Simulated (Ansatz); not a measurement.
Consider the substitution at a C–N bond: `C=NCS` + H–F → `FCS` + `C=N`.

Gas-phase electronic energies from Ansatz, PBE0-D4/def2-TZVP geometries. CCSD(T)/CBS is the MP2 limit (def2-TZVPP, def2-QZVPP) plus CCSD(T) − MP2 in def2-TZVPP, frozen cores. This one scheme is used for every species. One conformer a species, not always the lowest.

```json
{"species": "`C=NCS`", "CCSD(T)/CBS(def2) energy (Eh)": "-531.54994"}
{"species": "H–F", "CCSD(T)/CBS(def2) energy (Eh)": "-100.39570"}
{"species": "`FCS`", "CCSD(T)/CBS(def2) energy (Eh)": "-537.40796"}
{"species": "`C=N`", "CCSD(T)/CBS(def2) energy (Eh)": "-94.52360"}
```

Work out ΔE.

ΔE = (-537.40796) + (-94.52360) − (-531.54994) − (-100.39570) = 0.01408 Eh = +0.38 eV.

What do rigid-rotor, harmonic-oscillator terms from PBE0-D4/def2-TZVP frequencies (298.15 K, 1 bar) make of the CCSD(T)/CBS value? (Best estimate.)

Ansatz gave: ΔZPE = +0.05 eV, ΔH = +0.41 eV, ΔS = 22 J/(mol·K), ΔG = +0.34 eV.

Largest T1 diagnostic among the species: 0.012.

From r2SCAN to r2SCAN0 (25 % exact exchange), in def2-TZVPP and without D4, ΔE moves by +0.04 eV. The D4 term adds +0.08 eV with B3LYP and +0.05 eV with PBE0; it sums over pairs of atoms, weighted by their polarisabilities, and B3LYP, whose exchange is more repulsive, gets the larger term.

B3LYP here is the variant with VWN-RPA as its local correlation; programs differ in this.
